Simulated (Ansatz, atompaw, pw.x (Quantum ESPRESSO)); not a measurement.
## Si (Z = 14): one change to the PAW (atompaw) potential, in the atom and in the diamond crystal

| Property | Result |
| --- | --- |
| Element | Si (Z = 14) |
| Generator | atompaw 4.2.0.5 |
| Type | PAW |
| Functional | LDA (PW92) |
| Relativity | scalar-relativistic |
| Frozen core | [Ne] |
| Valence charge | 4 |
| Reference configuration | 3s2 3p2 |
| Partial waves | 3s (bound): rc 1.75 bohr; 3s channel at -0.4 Ry: rc 1.85 bohr; 3p (bound): rc 1.80 bohr; 3p channel at 0.5 Ry: rc 1.80 bohr; 3d channel at 0.5 Ry: rc 1.85 bohr |
| Local potential | bessel scheme, radius 1.65 bohr |
| Core correction | smooth core density matched at 1.60 bohr |
| Augmentation charge | sinc compensation charge, radius 1.50 bohr; PAW radius 1.85 bohr; waves and projectors: custom rrkj gramschmidtortho |

Change: local potential bessel scheme, radius 1.08 bohr.

Cutoffs, loose and tight: the cutoffs (Ry, on a coarse ladder) from which the occupation-weighted sum of valence levels, in a spherical-Bessel basis at the reference potential, stays within 10 and 1 mRy of its value at 400 Ry. They see the waves, projectors and local potential, not the compensation charge or the core.

Crystal test: diamond Si in pw.x 7.5, no spin, 9³ k-points, Fermi–Dirac smearing 0.01 Ry, cutoffs set for each file from its atomic test. The reference is all-electron LAPW (Ansatz 0.2.0) with the same functional, mesh and smearing; V0 and B0 come from Birch–Murnaghan fits to the pressures at five volumes. Errors are pseudo minus all-electron; Δ is the rms difference of the E(V) curves that follow from these fits, minima aligned, over ±6 % about the mean V0. Mesh and smearing are coarse, so the numbers serve the comparison and aren't converged zero-temperature values; the lattice is a test structure that the element need not adopt.

All-electron: a0 = 5.400 Å (V0 = 19.69 Å³/atom), B0 = 96.2 GPa.

Does the change bring the crystal closer to the all-electron result?

The mean pressure error goes from +0.24 to +0.17 GPa, so the change moves the solid closer to the all-electron pressures.

```csv
quantity,base,changed
outcome (atom),generated,generated
"cutoff, loose (atom)",8 Ry,8 Ry
"cutoff, tight (atom)",15 Ry,15 Ry
bound ghosts (atom),none,none
cutoffs in pw.x (Ry),40/400,40/400
a0 (Å),5.405,5.404
a0 error (%),+0.08,+0.06
B0 error (%),+0.3,+0.4
Δ (meV/atom),1.0,0.7
mean pressure error (GPa),+0.24,+0.17
```

 The atomic cutoffs weigh occupied waves only.
